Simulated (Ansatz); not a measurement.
A made-up structure of SiH₂O, closed shell:

```
atom    x (Å)    y (Å)    z (Å)
  O1  -0.2294   0.3350   1.1903
 Si2  -0.0055   0.0080   0.0283
  H3   0.4359  -1.3965  -0.2032
  H4  -0.2011   1.0536  -1.0154
```

It is relaxed with PBE-D4/def2-SVP and then PBE0-D4/def2-TZVP (Ansatz 0.2.0). Atoms count as bonded within 1.22 times the sum of their covalent radii (H–H: 0.88 Å). The end point is not checked to be a true minimum.

Q: Does its bonding change? (A judgement: the text doesn't fix the answer.)

A: By the calculation: No: no bond forms or breaks.

Where it ends: The first stage lowers the energy by 5.35 eV in 6 steps. It ends as SiH₂O ([O][SiH2]):
O1  (-0.283, 0.414, 1.470)
Si2  (-0.007, 0.010, 0.035)
H3  (0.440, -1.346, -0.376)
H4  (-0.150, 0.923, -1.128)
(Å)

Labels in which every atom is bracketed show which atoms are joined, not bond orders.

For scale, one of the runs: PBE0-D4/def2-TZVP relaxation, 80 basis functions, launched by `ansatz run in.yaml --threads 2 --pin off --events-out ev --progress --plain --max-ram 4352MiB`. Hardware: 2 CPU threads of an Arm Neoverse V1, shared host. Wall time about 4 s.
